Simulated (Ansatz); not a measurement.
```yaml
crystal:
  periodic: [false, false, false]
  atoms:
    - {symbol: Ga, position_ang: [-2.167759, -0.155413, 0.048084]}
    - {symbol: Ga, position_ang: [0.856909, -0.162688, -0.054852]}
    - {symbol: P, position_ang: [2.987292, 0.664707, 0.015735]}
    - {symbol: H, position_ang: [-1.122381, 1.577966, -0.015396]}
basis:
  gaussian: {orbitals: def2-TZVP}
magnetization: {spin_polarized: true, initial_magnetization: 2}
hamiltonian: {xc: pbe0}
relax: {f_tol: 0.004, max_steps: 80}
```

```sh
$ ansatz run in.yaml --threads 1 --pin off --events-out ev --progress --plain --max-ram 2176MiB
```

Steps of the relaxation (energy above the last step; positions in Å, forces in eV/Å):

```
4
step 1, 589.8 meV
Ga   -2.168   -0.155    0.048    0.984    0.834   -0.056
Ga    0.857   -0.163   -0.055   -1.708   -0.107    0.005
P     2.987    0.665    0.016    0.862    0.381    0.021
H    -1.122    1.578   -0.015   -0.138   -1.108    0.030
```

```
4
step 2, 179.9 meV
Ga   -1.997   -0.063    0.040   -0.179   -0.181    0.003
Ga    0.684   -0.102   -0.048   -0.417    0.100    0.003
P     2.920    0.676    0.014    0.158    0.110    0.002
H    -1.053    1.414   -0.012    0.438   -0.028   -0.008
```

```
4
step 3, 76.5 meV
Ga   -2.042   -0.063    0.039   -0.134   -0.176   -0.002
Ga    0.602   -0.037   -0.046   -0.032   -0.023    0.010
P     2.876    0.705    0.013   -0.217    0.051   -0.008
H    -0.883    1.319   -0.013    0.383    0.148   -0.001
```

```
4
step 4, 15.2 meV
Ga   -2.057   -0.069    0.036   -0.111   -0.012   -0.003
Ga    0.534   -0.059   -0.043    0.339   -0.094    0.005
P     2.768    0.760    0.011   -0.248   -0.022   -0.009
H    -0.690    1.293   -0.010    0.020    0.128    0.007
```

```
4
step 5, 6.6 meV
Ga   -2.063   -0.018    0.018   -0.026   -0.049   -0.002
Ga    0.573   -0.132   -0.024   -0.147   -0.006    0.003
P     2.735    0.799   -0.004    0.027    0.049   -0.001
H    -0.691    1.276    0.003    0.147    0.006    0.000
```

```
4
step 7, 0.0 meV
Ga   -2.070   -0.008    0.009    0.005    0.001   -0.001
Ga    0.553   -0.161   -0.014   -0.004   -0.011    0.000
P     2.692    0.831   -0.012    0.009    0.003    0.000
H    -0.621    1.262    0.010   -0.010    0.008    0.001
```

```
4
step 10, 0.0 meV
Ga   -2.069   -0.008    0.007    0.000    0.000    0.000
Ga    0.554   -0.162   -0.011    0.000    0.000    0.000
P     2.695    0.830   -0.013    0.000    0.000    0.000
H    -0.625    1.264    0.011    0.000    0.000    0.000
```

Close pairs at the end: Ga2–H4 1.850 Å, Ga1–H4 1.924 Å, Ga2–P3 2.359 Å, Ga1–Ga2 2.628 Å.

A stationary point of unrestricted PBE0 after 10 steps, with ⟨S²⟩ = 2.010 against 2.00 for a pure state; no frequencies were run, so it isn't proven a minimum. 3.7 min on 1 thread of Arm Neoverse V2, shared host.
